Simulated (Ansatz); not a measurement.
# C7H16: one species, many methods

An exercise on one series of results from a longer session: the logs are not shown, and one member is left open.

The runs use Ansatz 0.2.0, Gaussian basis; functionals in def2-TZVPP, the program's frozen cores in correlated methods.

Plan: PBE-D4, r2SCAN-D4, PBE0-D4, B3LYP-D4, ωB97X-V, ωB97M-V, B2PLYP; CCSD(T)/def2-TZVPP; MP2/def2-QZVPP; extrapolation to the limit.

1 further run of the same task is left out (it didn't finish).

### The geometry

An earlier PBE0-D4 in a triple-zeta def2 set relaxation fixed the geometry.

23 atoms, charge 0, spin multiplicity 1.

Atoms are counted from 1 here; the program's logs count them from 0.

Bond lengths: C1–C2 1.519 Å, C1–H8 1.092 Å, C1–H9 1.094 Å, C1–H10 1.094 Å, C2–C3 1.522 Å, C2–H11 1.095 Å, C2–H12 1.095 Å, C3–C4 1.530 Å, C3–H13 1.097 Å, C3–H14 1.097 Å, C4–C5 1.524 Å, C4–C6 1.528 Å, C4–H15 1.099 Å, C5–H16 1.093 Å, C5–H17 1.092 Å, C5–H18 1.094 Å, C6–C7 1.520 Å, C6–H19 1.096 Å and more. Angles: C2–C1–H8 111.7°, C2–C1–H9 111.1°, C2–C1–H10 111.1°, H8–C1–H9 107.7°, H8–C1–H10 107.7°, H9–C1–H10 107.4°, C1–C2–C3 112.1°, C1–C2–H11 109.3°, C1–C2–H12 109.3°, C3–C2–H11 109.9°, C3–C2–H12 109.9°, H11–C2–H12 106.2°, C2–C3–C4 116.1°, C2–C3–H13 108.6°, C2–C3–H14 108.6°, C4–C3–H13 108.6°, C4–C3–H14 108.5°, H13–C3–H14 105.9° and more.

Set-up of the first run:

in.yaml reads:

```yaml
crystal:
  periodic: [false, false, false]
  atoms:
    - {symbol: C, position_ang: [-2.687953, -0.996527, -1.368953]}
    - {symbol: C, position_ang: [-1.658133, -0.408785, -0.419036]}
    - {symbol: C, position_ang: [-0.235902, -0.781253, -0.812817]}
    - {symbol: C, position_ang: [0.876239, -0.242919, 0.090025]}
    - {symbol: C, position_ang: [0.782474, -0.803861, 1.503410]}
    - {symbol: C, position_ang: [0.928929, 1.284129, 0.079547]}
    - {symbol: C, position_ang: [2.177783, 1.867327, 0.719535]}
    - {symbol: H, position_ang: [-3.705626, -0.724079, -1.079734]}
    - {symbol: H, position_ang: [-2.628334, -2.088556, -1.386994]}
    - {symbol: H, position_ang: [-2.526947, -0.643111, -2.391497]}
    - {symbol: H, position_ang: [-1.765373, 0.680527, -0.398718]}
    - {symbol: H, position_ang: [-1.865623, -0.755527, 0.598496]}
    - {symbol: H, position_ang: [-0.158166, -1.875139, -0.849073]}
    - {symbol: H, position_ang: [-0.053664, -0.432222, -1.837016]}
    - {symbol: H, position_ang: [1.822178, -0.598244, -0.341737]}
    - {symbol: H, position_ang: [0.704489, -1.894349, 1.487670]}
    - {symbol: H, position_ang: [1.661723, -0.547221, 2.097505]}
    - {symbol: H, position_ang: [-0.093636, -0.414943, 2.029962]}
    - {symbol: H, position_ang: [0.042691, 1.682954, 0.585997]}
    - {symbol: H, position_ang: [0.865451, 1.627360, -0.959771]}
    - {symbol: H, position_ang: [3.082124, 1.477972, 0.242197]}
    - {symbol: H, position_ang: [2.197023, 2.955693, 0.626658]}
    - {symbol: H, position_ang: [2.238275, 1.630764, 1.784343]}
basis:
  gaussian: {orbitals: def2-TZVPP}
hamiltonian: {xc: pbe, dispersion: d4}
output: {forces: true, orbitals: {seedname: orbitals}}
```

Among the steps run: PBE-D4 (GGA); r2SCAN-D4 (meta-GGA); PBE0-D4 (hybrid); B3LYP-D4 (hybrid); ωB97X-V (range-separated); ωB97M-V (range-separated); B2PLYP (double hybrid); CCSD(T) in def2-TZVPP; MP2 in def2-QZVPP.

One table of the session follows, with a row left open; its other results are not shown here.

| method | atoms, summed (eV) | atomisation energy (kcal/mol) |
| --- | --- | --- |
| PBE-D4 | -7416.889 | 2218.3 |
| r2SCAN-D4 | -7424.063 | 2187.7 |
| PBE0-D4 | -7419.299 | 2199.0 |
| B3LYP-D4 | -7430.091 | 2186.0 |
| ωB97X-V | -7426.913 | 2186.7 |
| ωB97M-V | -7424.096 | 2189.5 |
| B2PLYP | -7422.369 | 2163.6 |
| HF/def2-TZVPP | -7397.260 | 1666.3 |
| MP2/def2-TZVPP | -7409.853 | 2156.8 |
| CCSD/def2-TZVPP | ? | ? |
| CCSD(T)/def2-TZVPP | -7414.128 | 2141.3 |
| MP2/CBS | -7412.014 | 2199.7 |
| CCSD(T)/CBS | -7416.289 | 2184.2 |

Estimate the missing values for CCSD/def2-TZVPP.

The run gave: atoms, summed (eV): -7413.741; atomisation energy (kcal/mol): 2117.8. In the column «atoms, summed (eV)» it lies between CCSD(T)/def2-TZVPP (-7414.128) and MP2/CBS (-7412.014).
